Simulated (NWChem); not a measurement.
nitrogen (N2); SMILES N#N

```xyz
2

N      0.0000     0.0000     0.5447
N      0.0000     0.0000    -0.5447
```
Atoms are numbered in this order, from 1.

Structure relaxed at the PBE0-D3(BJ)/def2-TZVP level. B3LYP is NWChem's, with the RPA form of VWN correlation.

Task: Split the isotropic spin-spin couplings (Hz) from B3LYP/IGLO-III (NWChem) into Fermi-contact, spin-dipolar, paramagnetic and diamagnetic spin-orbit terms, for the pairs 1–2.

Result: 
| pair | FC | SD | PSO | DSO | total |
|---|---|---|---|---|---|
| 14N(1)–14N(2) | -0.72 | 1.75 | -1.96 | -0.02 | -0.95 |
